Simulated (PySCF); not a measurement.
## Dipole moment and polarisability of `C/C=C/C(Cl)Cl`

C4H6Cl2.
Cartesian coordinates in Å at the GFN2-xTB level; atoms count from 1:
```
atom  x, y, z in Å
C1     1.9939    0.0593   -0.0456
C2     0.5722   -0.2131   -0.3889
C3    -0.4620    0.1880    0.3363
C4    -1.8691   -0.0959   -0.0272
Cl5   -2.7723    1.4304   -0.2552
Cl6   -2.6652   -1.0437    1.2636
H7     2.5357   -0.8788    0.0697
H8     2.0721    0.6300    0.8755
H9     2.4722    0.6158   -0.8509
H10    0.4081   -0.7789   -1.2973
H11   -0.3201    0.7534    1.2459
H12   -1.9643   -0.6672   -0.9519
```

Level: CAM-B3LYP/def2-SVPD (PySCF), static field, nuclei fixed, core orbitals frozen in the response. The polarisability tensor in these axes (au):

```
x   99.00 -4.28 -8.63
y   -4.28 72.50 -4.41
z   -8.63 -4.41 68.80
```

**Question.** What are the eigenvalues, a third of the trace, and Δα (Δα² = ½Σ(αi − αj)² over the three pairs)?

**Answer.** Principal values 63.30, 75.39 and 101.61 au; mean 80.10 au = 11.87 Å³ = 13.21 × 10⁻⁴⁰ C²·m²/J; Δα = 33.92 au (42 % of the mean).

**Question.** What is the dipole moment, and where does it point?

**Answer.** (2.64, -0.53, -1.06) D, 2.89 D in size, pointing from the negative to the positive side. Measured along this direction, the outermost atoms are Cl6 and Cl5 at the negative end and H9 and H7 at the positive end.

**Question.** Refractivity n − 1 of an ideal gas of it at 273.15 K and 1 atm, from the electronic α?

**Answer.** N = p/kT = 2.6868 × 10¹⁹ cm⁻³, so n − 1 = 2π × N × 11.87 × 10⁻²⁴ cm³ = 2004 × 10⁻⁶ at long wavelengths.

**Question.** Estimate the molar refractivity from the static electronic polarisability.

**Answer.** Lorentz–Lorenz: R = (4π/3)N_A α = 2.5225 cm³/(mol·Å³) × 11.87 Å³ = 29.9 cm³/mol, in the limit of long wavelengths.

**Question.** Give the eigenvalues of the traceless quadrupole moment Θ = ½Σq(3rr − r²1), origin at the centre of nuclear charge.

**Answer.** -5.63, 2.35, 3.29 D·Å. The values depend on the origin, since the dipole doesn't vanish. The electronic extent ⟨r²⟩ about the same centre is 1161 bohr², a root-mean-square distance of 2.25 Å for the 64 electrons.

**Question.** Directions of the eigenvectors, and the extent of the frame along each?

**Answer.** Largest value along (0.97, -0.11, -0.24), where the nuclei span 5.29 Å; middle along (-0.04, 0.85, -0.52), 2.91 Å; least along (0.26, 0.51, 0.82), 3.21 Å. The strongest response lies along the longest span, while the other two are in reverse order.

The structure is a single GFN2-xTB conformer in the gas phase; no vibrational or solvent corrections.
